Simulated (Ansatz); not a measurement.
## H$_{2}$S, singlet: the ladder up to full CI

Geometry: a point of a bend scan, not a stationary point.

```yaml
atoms:
  - { symbol: S, position_ang: [0.0000, -0.0265, 0.0000] }
  - { symbol: H, position_ang: [0.0000, 0.4212, -1.2643] }
  - { symbol: H, position_ang: [0.0000, 0.4212, 1.2643] }
```

Basis cc-pVDZ; Ansatz 0.2.0. Correlated methods freeze the noble-gas cores, which leaves 8 electrons in 23 orbitals. R marks a restricted (for open shells ROHF) determinant. Active spaces: pair = (2e, 2o) about the gap; valence = (8e, 6o) chosen from the atoms' valence shells.

Full CI is exact within this basis and frozen core; it isn't the basis-set limit.

- UHF ⟨S²⟩: 0.000
- T1 diagnostic (RCCSD): 0.0084
- largest doubles amplitude (RCCSD): 0.051

Question: From what is known of these methods and the diagnostics, rank them by the size of their error in total energy against full CI in cc-pVDZ, smallest first (an estimate: the text doesn't fix the numbers).
A. RCCSDT(Q)
B. NEVPT2 (pair space)
C. CISD
D. RHF
E. CASSCF (valence space)

Answer: A (0.04 mEh), C (12.37 mEh), B (28.58 mEh), E (136.59 mEh), D (174.68 mEh).

All errors are against full CI in cc-pVDZ. Within each family the higher level lies nearer, as is usual though not guaranteed.

The full-CI state has the irrep A1 of C2v, in the program's axes.

Natural occupations of full CI about the gap: 1.974 1.950 1.949 1.944 0.052 0.029 0.016 0.015 0.015 0.012; effectively unpaired electrons, Σ n²(2−n)², 0.05.
